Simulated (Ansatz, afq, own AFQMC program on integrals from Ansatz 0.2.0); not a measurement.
AFQMC on a folder of integrals that Ansatz 0.2.0 wrote.

```yaml
crystal:
  periodic: [false, false, false]
  atoms:
    - {symbol: Al, position_ang: [0.000000, 0.000000, 0.000000]}
    - {symbol: Al, position_ang: [0.000000, 0.000000, 1.958000]}
basis:
  gaussian: {orbitals: cc-pVDZ}
magnetization: {spin_polarized: false, initial_magnetization: 2}
correlation: {method: ccsd_t, electrons: outside_noble_gas, hamiltonian_folder: ham}
```

```sh
$ ansatz run in.yaml --threads 1 --pin off --events-out ev --progress --plain --max-ram 15360MiB --backend cuda --devices 0, --max-vram 18GiB
```

Options of the walk:

```
--method phaseless --trial cisd --walkers 4000 --populations 20 --least-time 60 --time-step 0.005 --steps-per-block 50 --equilibration-blocks 28 --max-blocks 4000 --target-error 0.00015 --factor-cut 1e-05 --start spin_pure --seed 5794 --release-times 0.24,0.51,0.99,1.62,2.4 --release-step 0.03 --release-every 3 --taylor-order 6
```

Times are imaginary, in 1/Eh. The walk had a cap of 122 s. With eight or more populations the least sampling time is a fifth of least-time, and the error comes from their spread.

Output of the walk:

```
orbitals 26  electrons 4 2  factors 184 of 364
reference energy -483.68603562 Eh
CCSD correlation -0.12000613 Eh in 10 cycles, weight of the determinant in the CISD state 0.8560
energy of the start -483.806042 Eh
 block  time / (1/Eh)  mean weight  energy / Eh
     1     0.250  1.0000  -483.805316
     2     0.500  1.0000  -483.805537
     3     0.750  1.0001  -483.806283
     4     1.000  1.0000  -483.807054
     5     1.250  1.0001  -483.807920
     9     2.250  1.0001  -483.811064
    15     3.750  1.0000  -483.812994
    17     4.250  1.0000  -483.812745
    23     5.750  1.0000  -483.813646
    31     7.750  1.0000  -483.813676
    39     9.750  0.9999  -483.814830
    41    10.250  1.0001  -483.815075
    47    11.750  1.0000  -483.814267
    55    13.750  0.9999  -483.814277
    63    15.750  1.0000  -483.813994
    71    17.750  1.0000  -483.814244
    79    19.750  0.9998  -483.814525
    87    21.750  1.0001  -483.814239
error from the spread of 20 populations
released: time / (1/Eh)  energy / Eh  error  mean overlap
  0.24  -483.814351  0.000146  1.0021
  0.51  -483.814555  0.000134  1.0013
  0.99  -483.814778  0.000110  1.0010
  1.62  -483.815049  0.000096  1.0021
  2.40  -483.815214  0.000119  1.0039
energy -483.814239 +/- 0.000147 Eh
(rows thinned)
```

The run passed its tests (sampling time, drift between the halves within three errors, error under three times the target), which doesn't prove that it has relaxed.

Against this walk (error 4.0 meV) on the same determinant: CCSD(T) 23.4 meV higher, CCSDT(Q) 34.8 meV lower, CCSDTQ 37.3 meV lower, full CI 38.1 meV lower. The error is statistical and leaves out the bias of the constraint. The released energies are still falling (meV from the phaseless value at times in 1/Eh: -3 ± 4 at 0.24, -9 ± 4 at 0.51, -15 ± 3 at 0.99, -22 ± 3 at 1.62, -27 ± 3 at 2.40), so they give no level; they do show a bias of the constraint, and the last of them that isn't too noisy lies 12 meV above full CI. Full CI is exact here, so the walk's 38 meV above it is the walk's own error: the bias of the constraint with this trial.

Cautions: constraint bias not in the error; lower spins were not checked; a spin-contaminated unrestricted determinant lies lower (UHF 364 meV lower, ⟨S²⟩ 2.62); (T) is large, 6 % of the CCSD correlation.

The walk took 23 s on 1 × NVIDIA H100 80GB HBM3 with 2 threads of AMD EPYC 7R13 Processor (Zen 3), on a shared host (the card was shared). The log's last line is the phaseless energy.

CCSDT and higher add their correlation energy to the determinant of the CCSD(T) run, since their own runs factorise the integrals more tightly (a shift of under 2 meV). A walk keeps the symmetry of its determinant, which the program's search chose and which needn't be the lowest solution, so a lower state of the same spin and another symmetry isn't excluded.
